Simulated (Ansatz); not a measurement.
**CHFSi (triplet): the correlation ladder, def2-QZVPP**

An exercise on one series of results from a longer session: the logs are not shown, and one member is left open.

Method: def2-QZVPP, core rule «outside noble gas», up to 7 orbitals frozen; program: Ansatz 0.2.0, Gaussian basis.

Plan: UHF; ROHF; CCSD(T) on UHF.

2 further runs of the same task are left out: 2 set aside as unsound or not needed.

### The system

The geometry is a PBE0/def2-TZVP stationary point (not a proven minimum).

4 atoms, charge 0, spin multiplicity 3.

Atoms are counted from 1 here; the program's logs count them from 0.

Bond lengths: F1–C2 1.331 Å, C2–Si3 1.857 Å, C2–H4 1.094 Å. Angles: F1–C2–Si3 123.4°, F1–C2–H4 109.0°, Si3–C2–H4 127.6°.

Geometry (Å):

```
F     0.00000   -0.30070    1.53338
C     0.00000    0.51897    0.48456
Si    0.00000   -0.07429   -1.27465
H     0.00000    1.55374    0.84068
```

The first run:

Input file in.yaml:

```yaml
crystal:
  periodic: [false, false, false]
  atoms:
    - {symbol: F, position_ang: [0.000000, -0.300700, 1.533384]}
    - {symbol: C, position_ang: [0.000000, 0.518965, 0.484561]}
    - {symbol: Si, position_ang: [0.000000, -0.074287, -1.274648]}
    - {symbol: H, position_ang: [0.000000, 1.553738, 0.840684]}
basis:
  gaussian: {orbitals: "def2-QZVPP.json"}
magnetization: {spin_polarized: true, initial_magnetization: 2}
hamiltonian: {xc: hf}
output: {orbitals: {seedname: orbitals}}
```

Started as:

```console
> ansatz run in.yaml --threads 1 --pin off --events-out ev --progress --plain --max-ram 2393MiB
```

Steps of the session up to this table: UHF; ROHF; CCSD(T) on UHF.

One table of the session follows, with a row left open; its other results are not shown here.

It belongs to the step «Misses and costs». 

```
  method  from UCCSD(T) (meV)
    ROHF             +15030.2
     UHF             +14795.8
    UMP2              +1219.1
   UCCSD                    ?
UCCSD(T)                    0
```

**Question.** Estimate the row for UCCSD.

The run gave: from UCCSD(T) (meV): +569.5. In the column «from UCCSD(T) (meV)» it lies between UCCSD(T) (0) and UMP2 (+1219.1).
